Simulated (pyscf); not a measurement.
H₂N–Al [singlet] + H₂ → AlH [singlet] + NH₃, a four-centre exchange (singlet surface; Al–N, H–H broken, Al–H, H–N formed). Single points on ωB97X-D3(BJ)/def2-SVP structures (PySCF, gas phase). Energies in eV from the separated reactants.

Small-basis levels: PySCF, no dispersion term, spherical d functions. AM1 to PM7: differences of heats of formation from MOPAC, which are fitted to 298 K values and so differ in kind from electronic energies by zero-point and thermal terms. GFN2-xTB: tblite. 

```tsv
level	barrier	reaction energy
SVWN5/6-31G*	0.79	+1.20
PBE/6-31G*	1.17	+1.13
B3LYP/LANL2DZ	1.48	+1.35
B3LYP/6-31G*	1.43	+1.07
B3LYP/6-311+G**	1.41	+1.01
B3LYP/def2-SVP	1.24	+1.05
GFN2-xTB	1.04	+0.85
AM1	2.67	+1.77
PM7	1.44	+1.63
ωB97M-D3(BJ)/def2-TZVP	1.38	+1.07
```

Against the last row the barrier runs from -0.59 (SVWN5/6-31G*) to +1.29 eV (AM1). At SVWN5/6-31G*, PM7 this geometry lies under one side, so the entry may be no barrier of that level: it is a single point on another level's saddle. ωB97M-D3(BJ)/def2-TZVP has limits of its own. On the product side the descent ends in an adduct with a Al–N contact, 0.75 eV under the separated species and 1.02 eV under the saddle at ωB97X-D3(BJ)/def2-TZVP. What is counted as broken (Al–N) persists as a longer contact in the product adduct; parting that adduct is a step of its own. At the saddle there is also a short Al–H contact that neither side keeps. This is the saddle that the search found; another between the same sides may lie lower.
